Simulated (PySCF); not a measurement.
# Constants of SiS, step by step

State: ¹Σ⁺, singlet, closed shell. De refers to Si + S. RHF-based CCSD(T) in PySCF 2.14 with Si cc-pV(T+d)Z, S cc-pV(T+d)Z and Si cc-pV(Q+d)Z, S cc-pV(Q+d)Z (frozen core orbitals: 10; no relativity). Correlation energies are extrapolated as n⁻³ (n = 3, 4), Hartree–Fock as (n+1)·exp(−9√n). CV is the change on freezing 2 orbitals instead, in Si cc-pwCVTZ, S cc-pwCVTZ. SR is the spin-free X2C energy in Si cc-pVTZ-DK, S cc-pVTZ-DK less the non-relativistic one in Si cc-pVTZ, S cc-pVTZ.

```
            Level  Re (Å)  ωe (cm⁻¹)  ωexe (cm⁻¹)  αe (cm⁻¹)  De (eV)
       CCSD(T)/TZ  1.9461      742.2         2.50    0.00142    6.017
       CCSD(T)/QZ  1.9387      749.5         2.52    0.00143    6.227
           HF/CBS  1.9086      817.3         2.16    0.00125    3.923
          MP2/CBS  1.9344      758.1         2.33    0.00139    6.613
         CCSD/CBS  1.9229      782.8         2.28    0.00133    6.061
      CCSD(T)/CBS  1.9345      755.2         2.52    0.00143    6.375
   CCSD(T)/CBS+CV  1.9296      758.0         2.53    0.00144    6.405
CCSD(T)/CBS+CV+SR  1.9291      756.7         2.53    0.00144    6.394
```

How much is left between CCSD(T)/QZ and the basis-set limit, and how much do the triples give at the limit?

CCSD(T)/CBS less CCSD(T)/QZ: -4.2 mÅ in Re, +5.7 cm⁻¹ in ωe and +0.148 eV in De. CCSD(T)/CBS less CCSD/CBS: +11.6 mÅ in Re, -27.6 cm⁻¹ in ωe and +0.314 eV in De.

What do the later terms add?

CV: -4.9 mÅ in Re, +2.8 cm⁻¹ in ωe and +0.030 eV in De; SR: -0.5 mÅ in Re, -1.3 cm⁻¹ in ωe and -0.011 eV in De, each against the row above.

Measured (Huber and Herzberg, Constants of Diatomic Molecules (1979)): Re = 1.929321 Å, ωe = 749.64 cm⁻¹, ωexe = 2.577 cm⁻¹. The last row is off by -0.2 mÅ and 7.1 cm⁻¹.

The T1 diagnostic is 0.022, large enough to doubt a single reference. The open-shell atoms are computed with UHF. Spin–orbit coupling, excitations beyond (T) and corrections to the Born–Oppenheimer picture are left out.

The whole job (state search and all basis sets along the bond) took about 4.5 min on 4 threads of Intel Xeon 6975P-C (shared host), peak memory 4.7 GiB.
